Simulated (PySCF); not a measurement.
Gas-phase reaction: AlHCl2 + AlH ⇌ AlCl + AlH2Cl

Energies from PySCF, thermal terms from the rigid-rotor harmonic-oscillator model, ideal gas at 1 bar. † marks an energy on the PBE0/def2-TZVP geometry and frequencies; other levels use their own. MP2 freezes the core. 6-31G* has spherical d functions here. All species are closed-shell singlets. B3LYP is the form with VWN-RPA correlation. AlHCl2, AlH2Cl: computed as isolated molecules; such fragments, hydroxides, amides, oligomers or adducts are transient or little studied in the gas. MP2 isn't extrapolated to the basis-set limit; its ΔH°(298 K) is -58.4 kJ in def2-SVP and -61.9 kJ in def2-TZVPP. The harmonic model lacks anharmonicity and excited electronic states, which grow with temperature; levels with a mode under 35 cm⁻¹ are left out.

| level | ΔE electronic, kJ | ΔH°(298 K), kJ | ΔS°(298 K), J/K | ΔG°(1200 K), kJ |
|---|---|---|---|---|
| B3LYP/6-31G* | -72 | -68 | 5 | -72 |
| BLYP/def2-TZVP† | -71 | -68 | 5 | -71 |
| HF/def2-TZVP† | -60 | -57 | 5 | -60 |
| MP2/def2-SVP† | -62 | -58 | 5 | -62 |
| PBE/def2-SVP | -69 | -65 | 4 | -68 |
| PBE0/def2-TZVP | -67 | -64 | 5 | -67 |
| ωB97M-V/def2-TZVP† | -69 | -65 | 5 | -69 |
| ωB97X-V/def2-TZVP† | -65 | -61 | 5 | -65 |
ΔH° is lowest at B3LYP/6-31G* and highest at HF/def2-TZVP†. No reference value is set beside these.
